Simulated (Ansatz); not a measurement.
# H7Si2: the cost of one run

Program: Ansatz 0.2.0, Gaussian basis. Level of theory: PBE0-D4/def2-SVP, unrestricted. These are calculated values, not measurements.

22 further runs of the same task are left out: 22 set aside as unsound or not needed.

### 1 Starting geometry

The first end: 9 atoms, charge 0, spin multiplicity 2.

Atoms are counted from 1 here; the program's logs count them from 0.

Bond lengths: H1–Si2 1.486 Å, Si2–H4 1.485 Å, Si2–H5 1.485 Å, Si2–H6 1.485 Å, Si3–H7 1.486 Å, Si3–H8 1.486 Å, Si3–H9 1.486 Å. Angles: H1–Si2–H4 109.5°, H1–Si2–H5 109.5°, H1–Si2–H6 109.5°, H4–Si2–H5 109.4°, H4–Si2–H6 109.4°, H5–Si2–H6 109.4°, H7–Si3–H8 111.2°, H7–Si3–H9 111.2°, H8–Si3–H9 111.2°.

As a file:

```xyz
9
charge 0, multiplicity 2
H     0.0748    0.3071    0.7590
Si    0.2116    0.8604    2.1315
Si   -0.2337   -0.9492   -2.3519
H    -0.3755    2.2236    2.1773
H     1.6491    0.9288    2.4975
H    -0.5020   -0.0176    3.0934
H     0.7613   -2.0435   -2.4965
H     0.0354    0.1520   -3.3129
H    -1.6210   -1.4618   -2.4973
```

The second end:

```xyz
9
charge 0, multiplicity 2
H    -0.07595   -0.30592   -0.75938
Si    0.23316    0.94951    2.35196
Si   -0.21161   -0.86033   -2.13158
H    -0.36482    2.31000    2.35295
H     1.68281    0.99962    2.67530
H    -0.49298    0.04285    3.27889
H     0.76737   -1.96077   -2.32071
H     0.04983    0.21022   -3.12693
H    -1.58781   -1.38529   -2.32039
```

### 2 The band at PBE0-D4/def2-SVP

neb/in.yaml reads:

```yaml
crystal:
  periodic: [false, false, false]
  atoms:
    - {symbol: H, position_ang: [0.074793, 0.307092, 0.758982]}
    - {symbol: Si, position_ang: [0.211590, 0.860380, 2.131522]}
    - {symbol: Si, position_ang: [-0.233748, -0.949151, -2.351948]}
    - {symbol: H, position_ang: [-0.375501, 2.223605, 2.177332]}
    - {symbol: H, position_ang: [1.649142, 0.928841, 2.497468]}
    - {symbol: H, position_ang: [-0.501958, -0.017587, 3.093385]}
    - {symbol: H, position_ang: [0.761277, -2.043487, -2.496458]}
    - {symbol: H, position_ang: [0.035446, 0.152034, -3.312915]}
    - {symbol: H, position_ang: [-1.621040, -1.461828, -2.497268]}
basis:
  gaussian: {orbitals: def2-SVP}
magnetization: {spin_polarized: true, initial_magnetization: 1}
hamiltonian: {xc: pbe0, dispersion: d4}
neb:
  images: 5
  climbing: true
  max_iterations: 40
  initial_path: idpp
  final_atoms:
    - {symbol: H, position_ang: [-0.075949, -0.305917, -0.759385]}
    - {symbol: Si, position_ang: [0.233163, 0.949510, 2.351957]}
    - {symbol: Si, position_ang: [-0.211613, -0.860327, -2.131584]}
    - {symbol: H, position_ang: [-0.364820, 2.310005, 2.352945]}
    - {symbol: H, position_ang: [1.682807, 0.999616, 2.675303]}
    - {symbol: H, position_ang: [-0.492976, 0.042847, 3.278895]}
    - {symbol: H, position_ang: [0.767370, -1.960771, -2.320712]}
    - {symbol: H, position_ang: [0.049834, 0.210224, -3.126934]}
    - {symbol: H, position_ang: [-1.587814, -1.385287, -2.320387]}
```

Run with:

```
ansatz run in.yaml --threads 2 --pin off --events-out ev --progress --plain --max-ram 4352MiB
```

**Question.** How long does this run take on 2 threads of Arm Neoverse V2, shared host?

About 88 s.
